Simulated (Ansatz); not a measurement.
Relaxation of C$_{2}$H$_{4}$N (7 atoms, charge 0, multiplicity 2), to a largest force component of 0.015 eV/Å in at most 40 steps.

The calculation used Ansatz 0.2.0, UKS PBE0/def2-SVP.

```xyz
7
Properties=species:S:1:pos:R:3
C -0.872 0.286 -0.385
C 0.268 0.031 0.135
N 0.815 -1.175 0.237
H -1.467 -0.450 -0.804
H -1.278 1.343 -0.451
H 0.814 0.921 0.511
H 0.093 -1.867 -0.191
```

**Question.** Where does it end, and by what steps?

**Answer.** The run converged. After 7 steps the energy has fallen by 0.563 eV; H4 moved furthest, 0.12 Å.

```json
{"step": "0", "energy less start (eV)": "0.0000", "largest force component (eV/Å)": "5.184", "accepted": "yes"}
{"step": "1", "energy less start (eV)": "-0.4968", "largest force component (eV/Å)": "1.618", "accepted": "yes"}
{"step": "2", "energy less start (eV)": "-0.5502", "largest force component (eV/Å)": "0.705", "accepted": "yes"}
{"step": "3", "energy less start (eV)": "-0.5528", "largest force component (eV/Å)": "0.604", "accepted": "yes"}
{"step": "4", "energy less start (eV)": "-0.5503", "largest force component (eV/Å)": "0.372", "accepted": "no"}
{"step": "5", "energy less start (eV)": "-0.5625", "largest force component (eV/Å)": "0.113", "accepted": "yes"}
{"step": "6", "energy less start (eV)": "-0.5627", "largest force component (eV/Å)": "0.046", "accepted": "yes"}
{"step": "7", "energy less start (eV)": "-0.5629", "largest force component (eV/Å)": "0.002", "accepted": "yes"}
```

```xyz
7
Properties=species:S:1:pos:R:3
C -0.945 0.336 -0.426
C 0.296 0.019 0.145
N 0.831 -1.171 0.253
H -1.584 -0.449 -0.844
H -1.305 1.367 -0.468
H 0.892 0.854 0.548
H 0.189 -1.864 -0.155
```

Whether the end is a true minimum wasn't checked by a vibrational analysis.

Run time: 12 s on 1 thread of Intel(R) Xeon(R) 6975P-C (Granite Rapids) (shared host), peak memory 0.15 GiB.
